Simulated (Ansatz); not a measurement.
Energy needed to pull apart BSiH4Cl (SMILES B[SiH2]Cl), closed shell, into free ground-state atoms, from the structure below (displaced at random from a GFN2-xTB minimum); no zero-point or spin–orbit terms; open-shell atoms are treated unrestricted, in their ground-state multiplicity.

B1  (-1.056, 0.097, -0.780)
Si2  (0.592, -0.131, 0.439)
Cl3  (1.825, 1.457, 0.240)
H4  (-1.662, -0.870, -1.067)
H5  (-1.495, 1.189, -0.889)
H6  (0.328, -0.177, 1.815)
H7  (1.484, -1.229, 0.215)
(Å)

Ansatz 0.2.0; basis: def2-TZVPP; cores frozen in the correlated methods.

```tsv
method	atomization energy (kcal/mol)
PBE-D4	?
r2SCAN-D4	499.6
PBE0-D4	494.8
CAM-B3LYP-D4	498.8
wB97X-V	501.5
wB97M-V	499.9
HF	390.9
MP2	?
CCSD	479.4
CCSD(T)	483.8
```

Task: What does PBE-D4 give? (An estimate is asked for; the value comes from the calculation.)

Result: Computed: 494.6 kcal/mol, which is about 10.8 kcal/mol more than CCSD(T)/def2-TZVPP.

Task: What does MP2 give? (To be estimated.)

Result: The calculation gives: 486.8 kcal/mol, which is about 3.0 kcal/mol more than CCSD(T)/def2-TZVPP.

In triple zeta the MP2 and coupled-cluster atomization energies are still short of their basis limit by a few kcal/mol a bond, whereas those of the functionals are nearly converged, so these differences are not deviations from converged CCSD(T).

The T1 diagnostic stays at or below 0.010.

For scale, one of the runs: CCSD(T)/def2-TZVPP forces, 171 basis functions (an equivalent command: `ansatz run in.yaml --threads 4`). The run took 73 s on 4 CPU threads (shared host), with 2.5 GiB of host memory at its peak.
